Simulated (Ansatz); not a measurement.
**BSiN+ (quartet): from Hartree-Fock to the top rungs, def2-TZVPP**

The task here is to estimate one member of a computed series from the others.

Method: def2-TZVPP, core rule «outside noble gas», up to 7 orbitals frozen; program: Ansatz 0.2.0, Gaussian basis.

The runs, in order: UHF; ROHF; CCSD(T) on UHF.

2 further runs of the same task are left out: 2 set aside as unsound or not needed.

### The system

The geometry is a PBE0/def2-TZVP stationary point (not a proven minimum) of the parent state, kept for this charge and spin.

3 atoms, charge 1, spin multiplicity 4.

Atoms are counted from 1 here; the program's logs count them from 0.

Bond lengths: B1–N2 1.274 Å, N2–Si3 1.674 Å. Angles: B1–N2–Si3 180.0°.

Set-up of the first run:

Input file in.yaml:

```yaml
crystal:
  periodic: [false, false, false]
  atoms:
    - {symbol: B, position_ang: [0.000000, 0.000000, -1.407767]}
    - {symbol: N, position_ang: [0.000000, 0.000000, -0.133267]}
    - {symbol: Si, position_ang: [0.000000, 0.000000, 1.541033]}
basis:
  gaussian: {orbitals: def2-TZVPP}
total_charge: 1
magnetization: {spin_polarized: true, initial_magnetization: 3}
hamiltonian: {xc: hf}
output: {orbitals: {seedname: orbitals}}
```

On the command line:

```sh
$ ansatz run in.yaml --threads 1 --pin off --events-out ev --progress --plain --max-ram 4096MiB --backend cpu
```

Among the steps run: UHF; ROHF; CCSD(T) on UHF.

One table of the session follows, with a row left open; its other results are not shown here.

| method | from UCCSD(T) (kcal/mol) |
| --- | --- |
| ROHF | +199.75 |
| UHF | +196.79 |
| UMP2 | +17.66 |
| UCCSD | ? |
| UCCSD(T) | 0 |

Estimate the missing values for UCCSD.

As computed: from UCCSD(T) (kcal/mol): +10.67. In the column «from UCCSD(T) (kcal/mol)» it lies between UCCSD(T) (0) and UMP2 (+17.66).
